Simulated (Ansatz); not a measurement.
# H6OSi2: the cost of one run

Method: RKS PBE-D4/6-31G*, in Ansatz 0.2.0.

## 1. The system as given

Bond lengths: Si1–Si2 2.220 Å, Si2–H3 1.460 Å, Si2–H4 1.460 Å, Si2–H5 1.460 Å, Si1–H6 1.460 Å, Si1–O7 1.679 Å, O7–H8 1.010 Å, Si1–H9 1.459 Å. Angles: Si1–Si2–H3 109.5°, Si1–Si2–H4 109.5°, Si1–Si2–H5 109.5°, H3–Si2–H4 109.4°, H3–Si2–H5 109.4°, H4–Si2–H5 109.4°, Si2–Si1–H6 109.5°, Si2–Si1–O7 109.5°, Si2–Si1–H9 109.5°, H6–Si1–O7 109.5°, H6–Si1–H9 109.5°, O7–Si1–H9 109.5°, Si1–O7–H8 109.5°.

Structure file:

```xyz
9

Si    0.0000    0.0000    0.0000
Si    0.0000    0.0000    2.2200
H    -1.3148   -0.4067    2.7074
H     1.0096   -0.9353    2.7074
H     0.3052    1.3420    2.7074
H     1.3768    0.0000   -0.4862
O    -0.7913    1.3709   -0.5594
H    -1.7491    1.1401   -0.7818
H    -0.6877   -1.1914   -0.4862
```

## 2. Preparing the start

input.yaml

```yaml
crystal:
  periodic: [false, false, false]
  atoms:
    - { symbol: Si, position_ang: [0.0, 0.0, 0.0] }
    - { symbol: Si, position_ang: [0.0, 0.0, 2.22] }
    - { symbol: H, position_ang: [-1.3148, -0.4067, 2.7074] }
    - { symbol: H, position_ang: [1.0096, -0.9353, 2.7074] }
    - { symbol: H, position_ang: [0.3052, 1.342, 2.7074] }
    - { symbol: H, position_ang: [1.3768, 0.0, -0.4862] }
    - { symbol: O, position_ang: [-0.7913, 1.3709, -0.5594] }
    - { symbol: H, position_ang: [-1.7491, 1.1401, -0.7818] }
    - { symbol: H, position_ang: [-0.6877, -1.1914, -0.4862] }
basis:
  gaussian: { orbitals: "6-31G*" }
hamiltonian:
  xc: pbe
  dispersion: d4
relax:
  f_tol: 0.02
  max_steps: 40
```

Run with:

```sh
ansatz run input.yaml --threads 1 --pin off --max-ram 2048MiB --backend cpu --events-out ev --progress --plain --runs-dir out
```

Q: Estimate wall time and peak memory on 1 thread of AMD EPYC 7R43 (Zen 3), shared host.

About 32 s, with a peak of 0.13 GiB.
